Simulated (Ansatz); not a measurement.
`CSCS` and `CCSCS` differ in one atom or group.

Ansatz, PBE0-D4/def2-TZVP geometries, multiplicity 1. Each molecule was computed in one conformer, which needn't be the lowest.

```csv
property,`CSCS`
size of the dipole moment (ωB97M-V/def2-TZVPP) / D,0.59
size of the dipole moment (B3LYP/def2-TZVPP) / D,0.60
HOMO energy (PBE/def2-TZVPP) / eV,-5.29
HOMO energy (ωB97M-V/def2-TZVPP) / eV,-8.67
LUMO energy (PBE/def2-TZVPP) / eV,-0.86
size of the dipole moment (PBE/def2-TZVPP) / D,0.60
```

Task: Give the same properties after the change, and the shifts. (Best estimate.)

Result: Ansatz gave: 
| property | `CCSCS` | shift |
| --- | --- | --- |
| size of the dipole moment (ωB97M-V/def2-TZVPP) / D | 2.36 | 1.77 |
| size of the dipole moment (B3LYP/def2-TZVPP) / D | 2.36 | 1.76 |
| HOMO energy (PBE/def2-TZVPP) / eV | -5.26 | 0.03 |
| HOMO energy (ωB97M-V/def2-TZVPP) / eV | -8.72 | -0.05 |
| LUMO energy (PBE/def2-TZVPP) / eV | -0.68 | 0.18 |
| size of the dipole moment (PBE/def2-TZVPP) / D | 2.34 | 1.74 |

Dipoles are sizes alone; their direction can turn.

B3LYP here is the variant with VWN-RPA as its local correlation; programs differ in this.
